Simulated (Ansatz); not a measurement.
# BH₄O (doublet): wave-function methods side by side at distance O1–H3 along a hydrogen transfer = 0.960 Å, cc-pVDZ

An exercise on one series of results from a longer session: the logs are not shown, and one member is left open.

Method: cc-pVDZ, core rule «outside noble gas», up to 2 orbitals frozen; program: Ansatz 0.2.0, Gaussian basis.

The runs, in order: UHF; CCSD(T) on ROHF; CCSD(T) on UHF; BCCD(T) on ROHF; CISD; CCSDT(Q) on ROHF; CCSDT(Q) on UHF; CASSCF and MRCISD+Q, 3 electrons in 3 orbitals; CASSCF and NEVPT2, 3 electrons in 3 orbitals.

6 further runs of the same task are left out: 1 for a mislabelled method, 4 that didn't finish, 1 set aside as unsound or not needed.

### The geometry

The geometry derives from fragments relaxed apart (PBE0/def2-TZVP) and kept rigid, so it is no stationary point. A hydrogen atom is moved between rigid fragments.

6 atoms, charge 0, spin multiplicity 2.

Atoms are counted from 1 here; the program's logs count them from 0.

Bond lengths: O1–H2 0.960 Å, O1–H3 0.960 Å, B4–H5 1.191 Å, B4–H6 1.191 Å. Angles: H2–O1–H3 105.1°, H5–B4–H6 129.4°.

Set-up of the first run:

Contents of in.yaml:

```yaml
crystal:
  periodic: [false, false, false]
  atoms:
    - {symbol: O, position_ang: [-1.199760, -0.030281, 0.000000]}
    - {symbol: H, position_ang: [-1.449069, 0.896295, 0.000000]}
    - {symbol: H, position_ang: [-0.240231, -0.030281, 0.000000]}
    - {symbol: B, position_ang: [1.549240, -0.030281, 0.000000]}
    - {symbol: H, position_ang: [2.058314, -0.030281, 1.077008]}
    - {symbol: H, position_ang: [2.058313, -0.030281, -1.077009]}
basis:
  gaussian: {orbitals: cc-pVDZ}
magnetization: {spin_polarized: true, initial_magnetization: 1}
hamiltonian: {xc: hf}
output: {orbitals: {seedname: orbitals}}
```

The run is started by

```
> ansatz run in.yaml --threads 1 --pin off --events-out ev --progress --plain --max-ram 2393MiB
```

Steps of the session up to this table: UHF; CCSD(T) on ROHF; CCSD(T) on UHF; BCCD(T) on ROHF; CISD; CCSDT(Q) on ROHF; CCSDT(Q) on UHF; CASSCF and MRCISD+Q, 3 electrons in 3 orbitals; CASSCF and NEVPT2, 3 electrons in 3 orbitals.

One of the session's tables, all rows but one given; the rest of the session is left out.

```
       method  from UCCSDT(Q) (kJ/mol)
         ROHF                   +819.8
          UHF                   +813.8
         RMP2                    +92.1
         UMP2                    +92.0
         CISD                    +75.6
        RCCSD                    +16.3
        UCCSD                    +16.2
     RCCSD(T)                     +3.0
     UCCSD(T)                     +3.0
      BCCD(T)                     +3.0
       RCCSDT                     +1.5
       UCCSDT                     +1.4
    RCCSDT(Q)                     +0.1
    UCCSDT(Q)                        0
  CASSCF pair                   +764.9
  NEVPT2 pair                    +92.6
  MRCISD pair                    +67.3
MRCISD+Q pair                        ?
```

Estimate the missing values for MRCISD+Q pair.

As computed: from UCCSDT(Q) (kJ/mol): +7.6. In the column «from UCCSDT(Q) (kJ/mol)» it lies between BCCD(T) (+3.0) and UCCSD (+16.2).

Limits of these values: Restricted and unrestricted rows rest on different reference determinants; where their highest levels disagree by more than a few hundredths of an eV, they describe different states and don't form one ladder.
